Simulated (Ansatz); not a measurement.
fcc Rh, treated with PBEsol in Ansatz (plane waves, PAW).

Settings: plane-wave cutoff 520 eV, 20×20×20 k mesh, Fermi–Dirac smearing 0.1 eV, perturbation theory, no spin polarisation, scalar-relativistic PAW data made under PBE.

Computed at the level's own relaxed cell.

Rh is modelled in the cubic space group Fm-3m (No. 225), the fcc (Cu type) structure, Pearson symbol cF4. Lattice parameters: a = b = c = 3.7799 Å, α = β = γ = 90.00°. Rh on 4a is surrounded by 12 Rh at 2.673 Å (cuboctahedral). (Neighbours: up to the widest gap in distance over summed covalent radii, below 1.35, at either atom.)
(The calculation used a cell of 1 atom; values per cell refer to that cell.)

Harmonic phonon frequencies (cm⁻¹; i marks an imaginary mode):

| q point | frequencies |
|---|---|
| X | 190 190 236 |
| L | 142 142 249 |
| W | 188 207 207 |

No imaginary mode appears at these points.

Ansatz is a quantum-chemistry and plane-wave program.
